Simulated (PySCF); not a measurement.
Computed Raman spectrum (relative Raman activity) of a molecule C2H4O2. Geometry: PBE0-D3(BJ)/def2-SVP. Other conformers were not sampled. The numbers are results of PBE0-D3(BJ)/def2-SVP (PySCF 2.14.0), not measurements. Harmonic, unscaled wavenumbers; measured fundamentals usually lie a few per cent lower.

```csv
ν (cm⁻¹),relative intensity
549,2.9
601,2.6
895,7.1
1337,3.4
1427,2.9
1441,9.7
1446,10
1906,4.2
3080,100
3171,53
3221,44
3809,77
```

Which structure fits?
A) CC(=O)O
B) COC=O
C) C1OCO1

A, CC(=O)O
